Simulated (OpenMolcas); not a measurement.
## A ladder of methods for HBS (SMILES B=S)

HBS: 3 atoms, total charge 0, spin state singlet. As SMILES, `B=S`. Geometry: relaxed at GFN2-xTB.

| atom | x (Å) | y (Å) | z (Å) |
| --- | --- | --- | --- |
| B | -0.0410 | -0.0161 | 0.1425 |
| S | 0.3953 | 0.1465 | -1.3797 |
| H | -0.3543 | -0.1304 | 1.2371 |

Quantity: the energy change with the B1–S2 bond stretched from 1.592 to 2.388 Å, in eV. The values are calculated.

| level | kind | program | value (eV) | less FCI/STO-3G | CPU time (all runs) |
| --- | --- | --- | --- | --- | --- |
| HF/STO-3G (restricted) | Hartree–Fock | OpenMolcas | 7.12 | +0.81 | 2.9 s |
| SVWN5/STO-3G (restricted) | LDA | OpenMolcas | 6.81 | +0.50 | 6.1 s |
| PBE/STO-3G (restricted) | GGA | OpenMolcas | 6.52 | +0.21 | 6 s |
| r2SCAN/STO-3G (restricted) | meta-GGA | OpenMolcas | 6.89 | +0.58 | 6.3 s |
| M06-2X/STO-3G (restricted) | hybrid meta-GGA | OpenMolcas | 7.32 | +1.01 | 6.1 s |
| B2PLYP/STO-3G (restricted) | double hybrid | OpenMolcas | 7.04 | +0.73 | 5.3 s |
| MP2/STO-3G (restricted) | perturbation theory | OpenMolcas | 8.41 | +2.10 | 3 s |
| FCI/STO-3G | exact in the basis | OpenMolcas | 6.31 | 0.00 | 4.2 s |

FCI/STO-3G is exact within its basis and frozen core, so for wave-function methods in that basis the difference is their error; functionals converge differently with the basis, so for them it is only a difference. A spin-restricted reference rises too steeply as a bond breaks; here HF/STO-3G, SVWN5/STO-3G, r2SCAN/STO-3G, M06-2X/STO-3G, B2PLYP/STO-3G, MP2/STO-3G lie well above the multireference or unrestricted value. The first shape isn't each level's own minimum. The values span 6.31 to 8.41 eV. All rows use very small basis sets, so none should be taken for the real molecule's value. In so small a basis fixed costs decide the times, and correlated methods can beat functionals. Times are those of the runs behind each value, whatever else they computed, on shared processors of several kinds: orders of magnitude only.
